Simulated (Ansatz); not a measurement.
HN–CH⁺, quintet: the ladder up to UCCSDT(Q)

Geometry: that of the HN–CH, quartet, kept fixed.

| atom | x (Å) | y (Å) | z (Å) |
| --- | --- | --- | --- |
| N | -0.0301 | -0.1308 | 0.6612 |
| C | 0.1162 | 0.1026 | -0.7459 |
| H | -0.2826 | 0.7427 | 1.1410 |
| H | -0.6838 | -0.1484 | -1.4423 |

Basis cc-pVDZ; Ansatz 0.2.0. Correlated methods freeze the noble-gas cores, which leaves 10 electrons in 36 orbitals. Prefix R: restricted or restricted open-shell reference; prefix U: unrestricted. Active spaces: valence = (10e, 10o) chosen from the atoms' valence shells.

Full CI isn't at hand for all of this; UCCSDT(Q) serves as the reference, and is uncertain by about the last step of the cluster series. The frozen core follows each run's orbitals, which can shift R against U totals by a few meV.

For open shells CISD is restricted-active-space CI with the open shells as a complete middle space.

- UHF ⟨S²⟩: 6.013
- T1 diagnostic (RCCSD): 0.0180
- largest doubles amplitude (RCCSD): 0.024
- T1 diagnostic (UCCSD): 0.0141

Q: From what is known of these methods and the diagnostics, rank them by the size of their error in total energy against UCCSDT(Q) in cc-pVDZ, smallest first (an estimate: the text doesn't fix the numbers).
A. RCCSDT(Q)
B. RCCSD
C. RMP2
D. RHF
E. CISD

A: A (0.2 kJ/mol), B (12.7 kJ/mol), E (35.0 kJ/mol), C (97.7 kJ/mol), D (552.2 kJ/mol).

All errors are against UCCSDT(Q) in cc-pVDZ. Within each family the higher level lies nearer, as is usual though not guaranteed.

Natural occupations of CASSCF (valence space) about the gap: 1.984 1.979 1.972 1.002 1.002 0.999 0.998 0.025 0.022 0.018; effectively unpaired electrons, Σ n²(2−n)², 4.01.
